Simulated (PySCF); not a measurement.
These 3 structures share the formula C4H4N2. Theory: PBE0-D3(BJ)/def2-SVP geometry optimisation, gas phase in PySCF 2.14.0. One conformer each; no zero-point energy, no entropy. No frequencies were run at this level. Point groups hold within 0.08 Å.

**Question.** Rank from lowest to highest electronic energy at this level (kcal/mol).
A. `[N:1]#[C:2][CH2:3][C@H:4]1[CH:5]=[N:6]1` with C2–C3–C4–C5 94°
B. `c1cnccn1`
C. `[N:1]#[C:2][CH2:3][C:4]1=[N:5][CH2:6]1` with C2–C3–C4–N5 -137°

**Answer.** B (0.0), C (54.2), A (55.0).

As drawn, the lowest has an aromatic ring, which the highest lacks; the highest has a three-membered ring, a C≡N group and a C=N bond, which the lowest lacks. Neighbours under 2.5 kcal/mol apart (N#CCC1=NC1 and N#CC[C@H]1C=N1) can change places with a better method, another conformer or zero-point energy.

```csv
SMILES,E (Eh),E rel (kcal/mol),dipole (D),point group,"A, B, C (MHz)"
c1cnccn1,-263.82345,0.0,0.00,D2h,"6430, 5974, 3097"
N#CCC1=NC1,-263.73715,54.2,2.40,C1,"10851, 2146, 1906"
N#CC[C@H]1C=N1,-263.73577,55.0,2.27,C1,"13649, 2033, 1882"
```
